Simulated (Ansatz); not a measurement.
Born–Oppenheimer molecular dynamics of H6O2Si (9 atoms, charge 0, multiplicity 1). It starts at the highest image of a converged band. Of that band: Neighbouring images differ by up to 1.4 eV, so the band resolves the path poorly. A vibrational analysis at the climbing image gives one clearly imaginary mode, 1190i cm⁻¹: a first-order saddle point.

Method: RKS PBE-D4/def2-TZVP in Ansatz 0.2.0.

| Quantity | Value |
| --- | --- |
| ensemble | NVE (velocity Verlet) |
| time step | 0.5 fs |
| steps asked | 200 |
| starting velocities drawn for | 300 K |
| seed | 11935 |

First frame:

```xyz
9
Properties=species:S:1:pos:R:3
Si 0.028 0.179 -0.084
O 0.727 -0.059 1.721
H 0.047 -0.461 2.293
O 1.312 -0.642 -0.743
H 1.817 -1.151 -0.088
H -0.323 0.992 -1.295
H -1.252 -0.513 0.279
H 0.098 1.760 0.704
H 0.394 1.144 1.432
```

Question: How far do the bonds stretch over the last three quarters of this one trajectory? (Pairs bonded in most of those frames.)

Answer: 
```
  bond  mean (Å)  spread (Å)  shortest  longest
Si1–O2     1.688       0.093      1.54     1.86
Si1–O4     1.657       0.043      1.59     1.73
Si1–H6     1.501       0.050      1.41     1.58
Si1–H7     1.508       0.018      1.48     1.54
 O2–H3     0.974       0.019      0.94     1.01
 O4–H5     0.971       0.004      0.96     0.98
 H8–H9     0.756       0.028      0.71     0.80
```

Mean temperature of the second half: 2064 K. The conserved energy stayed within 0.16 meV per atom of its start (net change 0.1 meV per atom), so the integration is sound. The kinetic energy rose, since the run started high on the potential surface and went downhill. It ends in pieces (H2 + H4O2Si), so much of that is their flight and rotation, not heat. A run of 0.1 ps of so small a system gives no equilibrium averages. The orbitals stay closed-shell, which can raise the energy where a bond breaks towards radicals; this wasn't checked here.

Time of the run: 3 min on 4 threads of Arm Neoverse V1 (shared host), peak memory 0.21 GiB.
